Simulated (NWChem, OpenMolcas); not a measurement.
## Exact exchange and the HOMO–LUMO gap of C2H4Si

C2H4Si has 7 atoms, charge 0, and is taken as a singlet. SMILES: `C#C[SiH3]`. Geometry: relaxed at PBE0-D4/def2-TZVP.

The HOMO–LUMO gap y, in eV, basis 6-311+G(d,p); a is the functional's share of exact exchange. Programs: NWChem 7.3.0, OpenMolcas 26.06.

```
functional     program     a  y (eV)
       PBE      NWChem     0    6.06
      BLYP      NWChem     0    6.03
     B3LYP      NWChem   0.2       ?
      PBE0  OpenMolcas  0.25    8.20
     BHLYP      NWChem   0.5    9.84
```

Fit y = c + s·a to the known rows and predict B3LYP.


1. Means of the 4 rows: a = 0.1875, y = 7.532.
2. Σ(Δa)² = 0.17188, Σ(Δa·Δy) = 1.3206, so the slope is 1.3206/0.17188 = 7.6833.
3. Intercept: 7.532 − (7.6833) × 0.1875 = 6.091. The largest residual of the fit is 0.19.
4. B3LYP: 6.091 + (7.6833) × 0.2 = 7.63 eV.

The run gave 7.75 eV, so the prediction is off by -0.12 eV, within the scatter of the fit. Exact exchange lowers occupied levels and raises empty ones.
